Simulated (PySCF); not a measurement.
C4H8N (doublet state).
Z-matrix (Å and degrees, GFN2-xTB geometry), rows numbered from 1:
```
C 
C   1  1.4712
N   2  1.2373  1  127.95
C   3  1.4280  2  128.59  1  -179.62
C   4  1.5284  3  114.97  2    -2.33
H   1  1.0946  2  112.88  3    -3.69
H   1  1.0895  2  109.13  3  -125.36
H   1  1.0895  2  108.68  3   117.40
H   4  1.0960  3  106.83  2  -124.90
H   4  1.0962  3  106.92  2   120.26
H   5  1.0868  4  110.13  3  -179.65
H   5  1.0875  4  109.93  3   -59.32
H   5  1.0874  4  109.95  3    60.02
```

The hyperfine couplings belong to this conformer and change with its torsions.

The species is `C/[C]=N/CC` [radical].

Computed with UKS B3LYP, pcH-1 on C H N, non-relativistic, mean-field spin-orbit, GIAO in PySCF. The structure is a single GFN2-xTB conformer in the gas phase; no vibrational or solvent corrections. Couplings are sensitive to structure, and on GFN2-xTB geometries they can be far from those on DFT ones. No stability test was run, so a lower SCF solution isn't excluded.

(1) Match the computed a_iso(13C) values +208.2, +103.3, +60.0, -1.0 MHz with the sites C1; C2; C4; C5.

(2) The isotropic 1H couplings, averaged over equivalent nuclei, are +26.3, -4.4, -1.8 MHz. Assign them to H6/H7/H8; H9/H10; H11/H12/H13.

## Answers

(1) 
```csv
site,a_iso (MHz),ρ(0) (bohr⁻³),position,distance from C2 (Å),spin population,largest |T| (MHz)
C1,+103.3,+0.0919,1 bond from C2,1.47,+0.01,15.3
C2,+208.2,+0.1852,largest spin population,0.00,+0.69,110.4
C4,+60.0,+0.0534,2 bonds from C2,2.40,+0.02,9.9
C5,-1.0,-0.0009,3 bonds from C2,2.88,+0.03,5.0
```

(2) 
```csv
site,a_iso (MHz),ρ(0) (bohr⁻³),position,distance from C2 (Å),bound to,spin population there,largest |T| (MHz)
H6/H7/H8,+26.3,+0.0059,2 bonds from C2,2.11,C1,+0.01,10.7
H9/H10,-4.4,-0.0010,3 bonds from C2,3.08,C4,+0.02,8.3
H11/H12/H13,-1.8,-0.0004,4 bonds from C2,3.22,C5,+0.03,5.0
```

ρ(0) is the spin density at the nucleus and T the dipolar tensor; entries for several nuclei are means. The Mulliken spin populations are largest on C2 (+0.69), N3 (+0.19) and H6 (+0.07).

Class means assume fast exchange of nuclei equivalent by connectivity; if that motion is slow, each nucleus keeps its own coupling. The three 1H nuclei of mean +26.3 MHz run from 0.6 to 74.6 MHz in the frozen geometry.
